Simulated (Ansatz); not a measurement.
# HGeC, quartet in cc-pVDZ: errors against UCCSDTQ

Geometry: a PBE0/def2-TZVP stationary point for this spin, not checked as a minimum. The doublet lies 0.2 eV lower here.

```yaml
atoms:
  - { symbol: Ge, position_ang: [0.0000, -0.0306, 0.2699] }
  - { symbol: C, position_ang: [0.0000, 0.0546, -1.6749] }
  - { symbol: H, position_ang: [0.0000, 1.5546, 0.5098] }
```

Basis cc-pVDZ; Ansatz 0.2.0. Correlated methods freeze the noble-gas cores and the filled d shells of p-block atoms, which leaves 9 electrons in 31 orbitals. Prefix R: restricted or restricted open-shell reference; prefix U: unrestricted. Active spaces: valence = (9e, 9o) chosen from the atoms' valence shells. No spin–orbit coupling is included, and no scalar relativity.

Full CI isn't at hand for all of this; UCCSDTQ serves as the reference, and is uncertain by about the last step of the cluster series. The frozen core follows each run's orbitals, which can shift R against U totals by a few meV for light atoms and by up to 0.1 eV past Ca.

- UHF ⟨S²⟩: 3.766
- T1 diagnostic (RCCSD): 0.0517
- largest doubles amplitude (RCCSD): 0.083
- T1 diagnostic (UCCSD): 0.0453

```tsv
level	E − E(RHF) (eV)
UHF	-0.0808
UMP2	-3.7442
UCCSD	-4.7751
UCCSD(T)	-4.9326
```

Estimate how far UCCSDTQ in cc-pVDZ lies from UCCSD(T). The table doesn't fix it; the size of (T) and the diagnostics are the guide.

UCCSDTQ in cc-pVDZ lies 1.44 kcal/mol below UCCSD(T), which is 40 % of the (T) step (-3.63 kcal/mol). T1 is raised, and the rest is a large part of (T). The miss exceeds 1 kcal/mol.

The other levels:

```tsv
level	E − E(UCCSDTQ) (kcal/mol)	share of correlation (%)	wall time
UCCSDT	0.28	99.76	–
UCCSDT(Q)	0.01	99.99	15 s
```

The correlation energy at UCCSDTQ, counted from RHF, is -4.995 eV. That run took 57 s on 2 threads of AMD EPYC 7R13 with a shared H100 80 GB, shared host.

Run but not shown, since their state or frozen core can't be matched to the reference's or they repeat it: RHF, RMP2, RCCSD, RCCSD(T), BCCD(T), RCCSDT, RCCSDT(Q), RCCSDTQ, CASSCF (valence space), NEVPT2 (valence space), MRCISD (valence space), MRCISD+Q (valence space).

Times hold each run's SCF and search for its determinant on a shared host, so for small cases they say little of a method's own cost; they ran on 1 thread of AMD EPYC 7R13.

Natural occupations of CASSCF (valence space) about the gap: 1.982 1.968 1.925 1.013 1.001 0.981 0.067 0.034 0.027; effectively unpaired electrons, Σ n²(2−n)², 3.05.
